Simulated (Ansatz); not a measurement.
**GaP: pressure series**

Base system: GaP in the zinc blende structure (space group F-43m, No. 216; a = 5.4513 Å).

Cell and atoms are relaxed at each pressure.

The values are results of Ansatz (a first-principles code) r2SCAN, no SOC, not measurements.

| P (GPa) | V (Å³/atom) |
|---|---|
| -1.99 | 20.740 |
| -0.99 | 20.486 |
| 0.90 | 20.048 |
| 2.10 | 19.794 |
| 4.51 | 19.331 |
| 8.99 | 18.598 |
| 14.99 | 17.797 |
| 22.51 | 16.988 |
| 29.99 | 16.328 |

A third-order Birch–Murnaghan fit to these points gives V₀ = 20.25 Å³/atom, B₀ = 88 GPa and B₀′ = 4.2. At pressure 30 GPa the volume is 80.6 % of V₀.

Measured bulk modulus of GaP: 89.6 GPa (static lattice; corrected from measurement; as listed in Daniel Mejia-Rodriguez, S. B. Trickey, Phys. Rev. B (2018)); the computed value is 2 % below it.

Between the base and pressure 9 GPa the gap moves from 1.85 eV to 1.68 eV, a mean slope of -18 meV/GPa.

Load acts through the strain it causes; cell and atoms are relaxed under it. Whether these cells are dynamically stable was not tested. Measured, GaP leaves this structure (for a Cmcm phase) near 26 GPa (temperature not stated; as listed in Datta, Sujoy, Jana, Debnarayan, arXiv (2020)).
